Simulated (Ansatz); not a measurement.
A nudged elastic band was laid between two geometries of AlH5OSi (8 atoms, charge 0, multiplicity 1).

Theory: RKS PBE-D4/def2-SVP in Ansatz.

```yaml
movable_images: 9
climbing_image: yes
spring: 5.0 eV/Å²
optimiser: quadratic models (default)
start_path: through a guess of the saddle point
force_threshold: 0.03 eV/Å
iteration_limit: 60
end_points: relaxed
```

Image 0:

```xyz
8
Properties=species:S:1:pos:R:3
Al 0.592 0.059 -0.335
O 0.211 -0.170 1.320
Si -0.361 -0.476 2.850
H -1.632 -1.283 2.794
H 0.661 -1.248 3.641
H -0.645 0.822 3.560
H 2.097 0.433 -0.697
H -0.578 -0.117 -1.404
```

Image 10:

```xyz
8
Properties=species:S:1:pos:R:3
Al 0.394 -0.575 -0.816
O 0.673 0.480 0.829
Si -0.228 -0.421 2.107
H -1.730 -0.330 2.130
H 0.374 -1.687 2.657
H 0.175 0.617 3.170
H 1.138 1.302 1.081
H -0.451 -1.365 0.571
```

Q: Which bonds break or form, and what moves?

A: Bonds broken: Al1–H7. Bonds formed: O2–H7.

Q: Give the energies along the band, and the barrier.

A: It converged. The highest image is number 5 of 0 to 10, 2.83 eV above the first end and 0.95 eV above the last; the last end lies 1.89 eV above the first. Neighbouring images differ by up to 1.2 eV, so the band resolves the path poorly. A vibrational analysis at the climbing image gives one clearly imaginary mode, 1293i cm⁻¹: a first-order saddle point. The orbitals stay closed-shell, which can raise the energy where a bond breaks towards radicals; this wasn't checked here.

```
image  path coordinate (Å)  energy (eV)  Al1–H7 (Å)  O2–H7 (Å)
    0                 0.00         0.00        1.59       2.83
    1                 0.56         0.00        1.59       2.82
    2                 1.12         0.00        1.59       2.82
    3                 1.68         0.37        1.58       2.43
    4                 2.25         1.61        1.60       1.89
    5                 2.81         2.83        1.75       1.28
    6                 3.58         2.24        2.40       0.98
    7                 4.36         2.17        2.61       0.98
    8                 5.13         2.15        2.66       0.98
    9                 5.91         2.05        2.74       0.98
   10                 6.68         1.89        2.77       0.98
```

Q: What is the geometry of the highest image?

A: 
```xyz
8
Properties=species:S:1:pos:R:3
Al 0.609 -0.086 -0.770
O 0.391 -0.128 1.126
Si -0.221 -0.322 2.711
H -1.647 -0.790 2.618
H 0.605 -1.341 3.443
H -0.155 0.990 3.440
H 1.549 0.202 0.677
H -0.787 -0.504 -1.516
```

Run time: 4.4 min on 1 thread of Intel(R) Xeon(R) 6975P-C (Granite Rapids), with other jobs on the host, peak memory 0.18 GiB.
